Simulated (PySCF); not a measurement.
Isomers of C4H4NP. Method used: PBE0-D3(BJ)/def2-SVP geometry optimisation, gas phase in PySCF. Energies are electronic, without zero-point or thermal terms, for one conformer each. No frequencies were run at this level. Point groups hold within 0.08 Å.

Problem. Rank from lowest to highest electronic energy at this level (kcal/mol).
A. `c1pcncc1`
B. `c1cpccn1`

Solution. B (0.0), A (2.0).

Neighbours under 2.5 kcal/mol apart (c1cpccn1 and c1cncpc1) can change places with a better method, another conformer or zero-point energy.

```csv
SMILES,E (Eh),E rel (kcal/mol),dipole (D),point group,"A, B, C (MHz)"
c1cpccn1,-550.28755,0.0,0.73,C2v,"5446, 3524, 2140"
c1cncpc1,-550.28431,2.0,1.87,Cs,"5303, 3586, 2139"
```

Problem. How do the relative energies change in single points at PBE0/pcSseg-1 (no added dispersion term) on the same geometries?

Solution. 
```tsv
SMILES	PBE0-D3(BJ)/def2-SVP (kcal/mol)	PBE0/pcSseg-1 (kcal/mol)	shift
c1cpccn1	0.0	0.0	0.0
c1cncpc1	2.0	2.1	+0.1
```

Each column counts from its own lowest isomer. The order is unchanged; the largest shift is 0.1 kcal/mol.

Problem. As an exercise, what shares would exp(−E/RT) give at 298.15 K from these electronic energies alone (no entropy, no degeneracies)?

Solution. RT = 0.592 kcal/mol: c1cpccn1 96.9 %, c1cncpc1 3.1 %.
